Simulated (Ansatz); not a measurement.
**AlH₄+ (singlet): from Hartree-Fock to the top rungs at distance Al1–H5 = 1.216 Å, cc-pVDZ**

One table from this session's results is given with a row withheld; the runs are named, their logs left out.

Program: Ansatz 0.2.0, Gaussian basis. Level of theory: cc-pVDZ, core rule «outside noble gas», up to 5 orbitals frozen. These are calculated values, not measurements.

Plan: UHF; CCSD(T) on RHF; BCCD(T) on RHF; CISD; CCSDT(Q) on RHF; CASSCF and MRCISD+Q, 2 electrons in 2 orbitals; CASSCF and NEVPT2, 2 electrons in 2 orbitals; Full CI.

47 further runs of the same task are left out: 33 for a known fault of the program, 9 that didn't finish, 5 set aside as unsound or not needed.

## The geometry

The geometry derives from a PBE0/def2-TZVP stationary point (not a proven minimum). One bond is set to the value named and the two fragments are kept rigid.

5 atoms, charge 1, spin multiplicity 1.

Atoms are counted from 1 here; the program's logs count them from 0.

Bond lengths: Al1–H4 1.552 Å, Al1–H5 1.216 Å, H2–H3 0.770 Å. Angles: H4–Al1–H5 164.0°.

Set-up of the first run:

The input, in.yaml:

```yaml
crystal:
  periodic: [false, false, false]
  atoms:
    - {symbol: Al, position_ang: [0.000000, -0.010816, -0.120140]}
    - {symbol: H, position_ang: [0.000000, -0.395609, 1.920910]}
    - {symbol: H, position_ang: [0.000000, 0.373977, 1.920910]}
    - {symbol: H, position_ang: [-0.000002, 1.526119, -0.336291]}
    - {symbol: H, position_ang: [0.000001, -1.214965, -0.289490]}
basis:
  gaussian: {orbitals: cc-pVDZ}
total_charge: 1
magnetization: {spin_polarized: true, initial_magnetization: 0}
hamiltonian: {xc: hf}
output: {orbitals: {seedname: orbitals}}
```

On the command line:

```console
ansatz run in.yaml --threads 1 --pin off --events-out ev --progress --plain --max-ram 2393MiB
```

Among the steps run: UHF; CCSD(T) on RHF; BCCD(T) on RHF; CISD; CCSDT(Q) on RHF; CASSCF and MRCISD+Q, 2 electrons in 2 orbitals; CASSCF and NEVPT2, 2 electrons in 2 orbitals; Full CI.

One table of the session follows, with a row left open; its other results are not shown here.

```
     method  from FCI (kcal/mol)
        RHF                    ?
       RMP2               +16.47
       CISD                +2.85
      RCCSD                +0.64
   RCCSD(T)                +0.17
    BCCD(T)                +0.16
     RCCSDT                +0.01
  RCCSDT(Q)                 0.00
CASSCF pair               +55.52
NEVPT2 pair               +15.61
        FCI                    0
```

Estimate the missing values for RHF.

As computed: from FCI (kcal/mol): +66.61. In the column «from FCI (kcal/mol)» it is the highest.

Not comparable, so not listed: CASSCF and MRCISD+Q, 2 electrons in 2 orbitals (they don't share determinant, frozen orbitals or solution with the rows shown, or repeat one).

Limits of these values: Warnings in the runs' records: passed over end.
